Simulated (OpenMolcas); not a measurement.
**Setting up doublet BCl+ in OpenMolcas**

BCl+ has 2 atoms, charge +1, and is taken as a doublet. As SMILES of the parent species, `[B]Cl`. Geometry: relaxed at PBE0-D4/def2-TZVP. That shape belongs to the parent species and isn't relaxed for this state.

```tsv
atom	x (Å)	y (Å)	z (Å)
B	0.0000	0.0000	-0.0697
Cl	0.0000	0.0000	1.6482
```

Settings wanted:

```
method                    : DFT
reference                 : UKS
symmetry                  : none
basis set                 : 6-31G*
task                      : energy
functional                : B3LYP
dispersion                : none
nucleus                   : point
integration grid          : UltraFine
SCF convergence threshold : 1e-10
d and f functions         : Cartesian
```

Question: Write the OpenMolcas 26.06 input and the command.

Answer: One that was run (others would do as well):

run.inp:
```
>>> EXPORT MOLCAS_PRINT=2

&GATEWAY
 BasLib
 $CurrDir
 Coord
 2
 angstrom
 B        0.000000       0.000000      -0.069660
 Cl       0.000000       0.000000       1.648190
 Basis
 6-31Gs
 Group
 NoSym

&SEWARD
 GridInput
 Grid=UltraFine
 End of Grid

&SCF
 UHF
 Charge
 1
 Spin
 2
 KSDFT
 B3LYP
 Thresholds
 1e-10 1e-07 1e-07 1e-05
 PrOrbitals
 1 1
```

```bash
$ export MOLCAS_MEM=1860
$ pymolcas run.inp > run.log
```

(Basis files named in the input come from the Basis Set Exchange and aren't shown.)

Calculated total energy: -484.61173 Eh.
